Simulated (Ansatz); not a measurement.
Mg3H6, relaxed as a singlet with RKS r2SCAN-D4/def2-TZVP in Ansatz, starting from the GFN1-xTB geometry. Force threshold 0.02 eV/Å.

The structure comes from a short search, and lower isomers may exist.

Start:

Cartesian coordinates in Å:
```
Mg -0.322 -0.139 -1.327
Mg -0.965 -1.449 0.993
Mg 1.211 1.754 0.235
H 0.044 2.115 -0.875
H -1.162 -2.955 0.607
H -1.908 -0.402 -1.310
H 2.463 1.712 1.166
H 1.195 -0.680 -1.048
H -0.558 0.044 1.559
```

**Question.** Estimate the energy that the relaxation releases and the steps that it takes.

**Answer.** 53.6 kcal/mol, in 11 steps; 13 s on 4 threads of Arm Neoverse V2 on a shared host. No frequencies were taken in this run, so the end may be a saddle point.

**Question.** Does the start keep its bonding?

**Answer.** Bonds formed: Mg1–H4, Mg1–H9, Mg2–H6, Mg2–H8, Mg3–H8, Mg3–H9 (atoms count from 1). Metal–metal contacts that move far: Mg2–Mg3 3.95 to 3.15 Å.

**Question.** Predict the relaxed structure.

**Answer.** 
```
atom    x (Å)    y (Å)    z (Å)
 Mg1  -0.8075   0.6656  -1.2086
 Mg2  -0.6991  -1.4627   0.3115
 Mg3   1.1955   1.0535   0.4315
  H4   0.3080   2.0302  -1.0589
  H5  -0.7517  -2.9012   1.2187
  H6  -1.8144  -0.7887  -1.1934
  H7   2.5199   1.4440   1.4258
  H8   0.7406  -0.5235  -0.7194
  H9  -0.6913   0.4827   0.7928
```
Bond lengths (bridged metal pairs left out): 12 × H–Mg 1.70 to 2.01 Å.
